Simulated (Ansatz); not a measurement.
A ladder of methods for CF3 (trifluoromethyl radical)

CF3: 4 atoms, total charge 0, spin state doublet. As SMILES, `F[C](F)F`. Geometry: relaxed at PBE0-D4/def2-TZVP.

```xyz
4

F    -1.2275    0.0249    0.2654
C    -0.0395   -0.0595   -0.2867
F     0.6589   -1.0449    0.2273
F     0.6081    1.0795   -0.2059
```

Quantity: the energy change with the C2–F4 bond stretched from 1.313 to 1.641 Å, in eV. The values are calculated.

```json
{"level": "UHF/STO-3G", "kind": "Hartree–Fock", "program": "Ansatz", "value (eV)": "1.33", "less FCI/STO-3G": "+0.73", "CPU time (all runs)": "0.4 s"}
{"level": "UBLYP/STO-3G", "kind": "GGA", "program": "Ansatz", "value (eV)": "0.24", "less FCI/STO-3G": "-0.36", "CPU time (all runs)": "3.2 s"}
{"level": "U-r2SCAN/STO-3G", "kind": "meta-GGA", "program": "Ansatz", "value (eV)": "0.55", "less FCI/STO-3G": "-0.05", "CPU time (all runs)": "9.2 s"}
{"level": "UBHLYP/STO-3G", "kind": "global hybrid", "program": "Ansatz", "value (eV)": "0.97", "less FCI/STO-3G": "+0.37", "CPU time (all runs)": "3.5 s"}
{"level": "UPBE0/STO-3G", "kind": "global hybrid", "program": "Ansatz", "value (eV)": "0.76", "less FCI/STO-3G": "+0.16", "CPU time (all runs)": "3.5 s"}
{"level": "UHSE06/STO-3G", "kind": "range-separated hybrid", "program": "Ansatz", "value (eV)": "0.76", "less FCI/STO-3G": "+0.16", "CPU time (all runs)": "4.1 s"}
{"level": "RPA@PBE/STO-3G", "kind": "RPA", "program": "Ansatz", "value (eV)": "0.38", "less FCI/STO-3G": "-0.22", "CPU time (all runs)": "3.5 s"}
{"level": "UMP2/STO-3G", "kind": "perturbation theory", "program": "Ansatz", "value (eV)": "1.05", "less FCI/STO-3G": "+0.45", "CPU time (all runs)": "0.27 s"}
{"level": "UCCSDT(Q)/STO-3G", "kind": "coupled cluster or CI", "program": "Ansatz", "value (eV)": "0.60", "less FCI/STO-3G": "0.00", "CPU time (all runs)": "4.7 s"}
{"level": "FCI/STO-3G", "kind": "exact in the basis", "program": "Ansatz", "value (eV)": "0.60", "less FCI/STO-3G": "0.00", "CPU time (all runs)": "12 s"}
```

FCI/STO-3G is exact within its basis and frozen core, so for wave-function methods in that basis the difference is their error; functionals converge differently with the basis, so for them it is only a difference. The first shape isn't each level's own minimum. The values span 0.24 to 1.33 eV. All rows use very small basis sets, so none should be taken for the real molecule's value. In so small a basis fixed costs decide the times, and correlated methods can beat functionals. CPU times are rough (shared hosts, several kinds of processor and program).
